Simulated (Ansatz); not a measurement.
The input, for Ansatz 0.2.0:

```yaml
crystal:
  periodic: [false, false, false]
  atoms:
    - {symbol: Cl, position_ang: [-0.805092, 0.019664, 0.000000]}
    - {symbol: H, position_ang: [0.521908, 0.019664, 0.000000]}
    - {symbol: N, position_ang: [1.847908, 0.019664, 0.000000]}
    - {symbol: H, position_ang: [2.116989, -0.984563, 0.000000]}
basis:
  gaussian: {orbitals: cc-pVDZ}
magnetization: {spin_polarized: false, initial_magnetization: 2}
correlation: {method: mp2, electrons: outside_noble_gas}
output: {forces: true}
```

```sh
$ ansatz run in.yaml --threads 1 --pin off --events-out ev --progress --plain --max-ram 2393MiB
```

Log:

```
420 factors; integrals over basis functions are off by at most 1.3e-3 eV
mean field evaluation 1: about -14013.3212 eV, gradient 1.3e1 eV
mean field evaluation 2: about -14013.3422 eV, gradient 1.3e1 eV
mean field evaluation 4: about -14014.2993 eV, gradient 1.9e0 eV
mean field evaluation 8: about -14014.3354 eV, gradient 3.4e-1 eV
mean field evaluation 16: about -14014.3370 eV, gradient 2.8e-6 eV
mean field -14014.33700140 eV, -515.0173855428 hartree, gradient 2.8e-6 eV, S^2 2.000000; 1 other end points of the search recorded, 0 dependent functions left out
mean field evaluation 32: about -14013.4449 eV, gradient 1.1e1 eV
6 core orbitals not correlated: weight in the atoms' cores, before any rotation towards them, 1.000 or more for the frozen orbitals, at most 0.000 for the correlated occupied ones
reference -14014.33700140 eV, -515.0173855428 hartree; 8, 6 occupied and 28, 30 virtual orbitals, 420 factors
second order -7.27526824 eV of doubles, -0.13859977 eV of singles
the calculation of the forces begins
Total energy: -14021.75086940 eV, -515.2898401665 hartree
Atom 0 at    -0.805092     0.019664     0.000000 Å, force    -1.468592    -0.244048     0.000000 eV/Å
Atom 1 at     0.521908     0.019664     0.000000 Å, force    -0.428198     0.558790    -0.000000 eV/Å
Atom 2 at     1.847908     0.019664     0.000000 Å, force     1.761896    -0.158776     0.000000 eV/Å
Atom 3 at     2.116989    -0.984563     0.000000 Å, force     0.134894    -0.155966     0.000000 eV/Å
Dipole moment:     0.595288    -0.308236     0.000000 e Å
```

Forces (eV/Å):
```
Cl  -1.469 -0.244  0.000
H   -0.428  0.559  0.000
N    1.762 -0.159  0.000
H    0.135 -0.156  0.000
```

Ran on 1 thread of Arm Neoverse V2, shared host: 0.72 s wall, 0.08 GiB peak host memory.
